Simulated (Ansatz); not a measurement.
Input file:

```yaml
crystal:
  periodic: [false, false, false]
  atoms:
    - {symbol: Si, position_ang: [0.025157, -0.096377, 0.597723]}
    - {symbol: O, position_ang: [-0.094714, 0.094069, -1.040960]}
    - {symbol: H, position_ang: [0.079727, 1.161161, 1.408550]}
    - {symbol: H, position_ang: [0.722716, 0.031127, -1.540129]}
basis:
  gaussian: {orbitals: cc-pVDZ}
correlation: {active_space: {ras: {orbitals: [6, 0, 30], electrons: 12, max_holes: 2, max_particles: 2}, fixed_orbitals: true}}
accuracy: high
output: {forces: true}
```

```sh
$ ansatz run in.yaml --threads 1 --pin off --events-out ev --progress --plain --max-ram 2393MiB
```

Output:

```
867 factors; integrals over basis functions are off by at most 3.6e-9 eV
mean field evaluation 1: about -9927.9434 eV, gradient 3.2e1 eV
mean field evaluation 2: about -9927.9506 eV, gradient 3.2e1 eV
mean field evaluation 4: about -9929.8994 eV, gradient 1.9e0 eV
mean field evaluation 8: about -9929.9194 eV, gradient 3.0e-4 eV
mean field -9929.91943613 eV, -364.9178085368 hartree, gradient 8.2e-8 eV, S^2 0.000000; 0 other end points of the search recorded, 0 dependent functions left out
reference -9929.91943613 eV, -364.9178085368 hartree; 12, 12 occupied and 30, 30 virtual orbitals, 867 factors
state -9937.31771692 eV, -365.1896903408 hartree
the calculation of the forces begins
Total energy: -9937.31771692 eV, -365.1896903408 hartree
Atom 0 at     0.025157    -0.096377     0.597723 Å, force     0.030295    -2.522685     1.692613 eV/Å
Atom 1 at    -0.094714     0.094069    -1.040960 Å, force     0.089882     1.193006    -0.928479 eV/Å
Atom 2 at     0.079727     1.161161     1.408550 Å, force    -0.071388     1.342788    -0.499019 eV/Å
Atom 3 at     0.722716     0.031127    -1.540129 Å, force    -0.048789    -0.013110    -0.265116 eV/Å
Dipole moment:     0.290757     0.117360    -0.174646 e Å
```

Natural occupations: 1.9868 1.9756 1.9733 1.9705 1.9689 1.9450 0.0348 0.0224 0.0223 0.0190 0.0117 0.0111 0.0067 0.0062 0.0056 0.0055 0.0050 0.0048 0.0045 0.0039 0.0038 0.0030 0.0020 0.0014.

Forces (eV/Å):
```
Si   0.030 -2.523  1.693
O    0.090  1.193 -0.928
H   -0.071  1.343 -0.499
H   -0.049 -0.013 -0.265
```

Ran on 1 thread of Arm Neoverse V1, shared host: 2.3 s wall, 0.18 GiB peak host memory.
